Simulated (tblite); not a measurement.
Species: C₃H₈OP (charge -1).
Atom-mapped SMILES: `[CH3:1][O:2][CH2:3][CH2:4][PH-:5]` (hydrogens: H6, H7, H8 on C1; H9, H10 on C3; H11, H12 on C4; H13 on P5)

A start from a force field or distance geometry was refined with tblite 0.8.0, GFN2-xTB geometry optimisation, gas phase. Values at the start:

```json
{"coordinate": "C1–O2", "start": "1.407 Å"}
{"coordinate": "C1–H6", "start": "1.129 Å"}
{"coordinate": "C1–H8", "start": "1.087 Å"}
{"coordinate": "O2–C3", "start": "1.361 Å"}
{"coordinate": "C3–C4", "start": "1.500 Å"}
{"coordinate": "C3–H9", "start": "1.102 Å"}
{"coordinate": "C4–P5", "start": "1.807 Å"}
{"coordinate": "C4–H11", "start": "1.121 Å"}
{"coordinate": "P5–H13", "start": "1.423 Å"}
{"coordinate": "C1–O2–C3", "start": "106.6°"}
{"coordinate": "O2–C3–C4", "start": "115.8°"}
{"coordinate": "C3–C4–P5", "start": "107.1°"}
{"coordinate": "O2–C3–C4–P5", "start": "180°"}
```

How do these coordinates change at the GFN2-xTB level?

```csv
coordinate,GFN2-xTB (Å or °),change
O2–C3,1.426,+0.065
C4–P5,1.871,+0.064
P5–H13,1.364,-0.059
C4–H11,1.093,-0.028
C1–H6,1.101,-0.028
C1–O2,1.393,-0.014
C3–C4,1.512,+0.012
C1–H8,1.091,+0.004
C3–H9,1.099,-0.003
C1–O2–C3,112.2,+5.6
O2–C3–C4,111.3,-4.5
C3–C4–P5,111.3,+4.2
O2–C3–C4–P5,-179,+1
```

The energy falls by 0.643 eV over 77 L-BFGS steps, the largest force on an atom goes from 2.61 to 0.010 eV/Å, and the atoms move by 0.307 Å rms after alignment. Among the bonds, O2–C3 and C4–P5 change most and about equally (+0.064 to +0.065 Å). Bonds longer at the end by more than 0.005 Å: 3 of 12; shorter: 7. Among the dihedrals that turn most is C3–C4–P5–H13, from -32° to -65°. Rotational constants go from 15361, 1566, 1465 to 18126, 1407, 1349 MHz.

On one thread of an Intel Xeon 6975P-C, no GPU, shared host with 32 logical CPUs at a one-minute load of 5.6, this took 0.23 s.

Its GFN2-xTB frequencies are all real (lowest 89 cm⁻¹). 3 starts were optimised and ended at 0.00, 3.32 and 4.39 kcal/mol (GFN2-xTB); the lowest of these is shown.

One conformer stands for the species.

These are computed values.
